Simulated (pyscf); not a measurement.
9 group-13 steps of one kind (four-centre exchange, closed-shell): reaction energy in kJ/mol, from the separated reactants or the lowest minimum found. PySCF, gas phase, ωB97X-D3(BJ)/def2-SVP geometries. Functionals in def2-TZVP; the last column is ωB97M-D3(BJ)/def2-TZVP. Rows were drawn at random from the steps of this kind and element class whose saddle was verified and whose references are stable.

```json
[
 {"step": "AsH₃ + HO–GaH₂ → HO–GaH–AsH₂ + H₂", "PBE": "-43.8", "PBE0-D3(BJ)": "-44.6", "M06-2X": "-52.1", "ωB97M-D3(BJ)": "-34.8"},
 {"step": "H₃C–BH–OH + H₂ → H₂B–OH + CH₄", "PBE": "-15.1", "PBE0-D3(BJ)": "-15.3", "M06-2X": "-15.1", "ωB97M-D3(BJ)": "-17.6"},
 {"step": "H₂B–CH₃ + HF -> H₃C–BH–F + H₂", "PBE": "-144.1", "PBE0-D3(BJ)": "-138.6", "M06-2X": "-147.2", "ωB97M-D3(BJ)": "-141.7"},
 {"step": "H₃C–B(CH₃)–CH₃ + HF → CH₄ + H₃C–B(CH₃)–F", "PBE": "-163.0", "PBE0-D3(BJ)": "-157.3", "M06-2X": "-165.9", "ωB97M-D3(BJ)": "-162.5"},
 {"step": "HO–BH–OH + HF → HO–B(OH)–F + H₂", "PBE": "-119.2", "PBE0-D3(BJ)": "-120.4", "M06-2X": "-133.7", "ωB97M-D3(BJ)": "-123.1"},
 {"step": "H₂B–OH + HCl -> HO–BH–Cl + H₂", "PBE": "-85.7", "PBE0-D3(BJ)": "-84.1", "M06-2X": "-87.5", "ωB97M-D3(BJ)": "-80.6"},
 {"step": "H₂N–B(Cl)–Cl + SiH₄ -> H₃Si–NH–B(Cl)–Cl + H₂", "PBE": "-10.8", "PBE0-D3(BJ)": "-17.0", "M06-2X": "-32.1", "ωB97M-D3(BJ)": "-19.4"},
 {"step": "H₃C–In(OH)–OH + H₂ -> HO–InH–OH + CH₄", "PBE": "-40.5", "PBE0-D3(BJ)": "-41.5", "M06-2X": "-33.5", "ωB97M-D3(BJ)": "-44.8"},
 {"step": "HB=O + HCl -> O=B–Cl + H₂", "PBE": "-43.1", "PBE0-D3(BJ)": "-39.7", "M06-2X": "-40.3", "ωB97M-D3(BJ)": "-34.0"}
]
```

Differences from the last column (kJ/mol): PBE: mean -0.7, median -0.5, mean size 5.0, lower in 5 of 9; PBE0-D3(BJ): mean 0.0, median +2.4, mean size 4.2, lower in 3 of 9; M06-2X: mean -5.4, median -6.3, mean size 8.5, lower in 7 of 9. PBE is closest for row 4 (0.5 kJ/mol apart) and farthest for row 9 (9.1 kJ/mol). PBE, r²SCAN and M06-2X carry no added dispersion term. The last column is a level with limits of its own. Elements up to Kr have no core potential and no relativistic terms here. Elements past Kr carry the def2 core potentials, without spin-orbit coupling.
